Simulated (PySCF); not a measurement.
Ligands exchanged one at a time, Si C2H5-H. All species are isolated molecules in the gas phase. One relaxed conformer stands for each flexible species; it need not be the lowest. Strings in code marks are SMILES.

Quantity: vertical ionisation energy (energy after one electron is removed minus that of the parent at the parent's geometry), in eV.

Level 1: B3LYP/6-31G* // B3LYP-D3(BJ)/def2-SVP (PySCF)
Level 2: minus the HOMO energy of B3LYP-D3(BJ)/def2-TZVP // B3LYP-D3(BJ)/def2-SVP (PySCF)
Level 3: minus the HOMO energy of HF/STO-3G // B3LYP-D3(BJ)/def2-SVP (PySCF)
Level 4: minus the HOMO energy of SVWN5/6-31G* // B3LYP-D3(BJ)/def2-SVP (PySCF)

```tsv
species	level 1	level 2	level 3	level 4
`[SiH4]`	12.47	9.65	11.40	8.45
`CC[SiH3]`	10.59	8.30	9.96	7.10
```
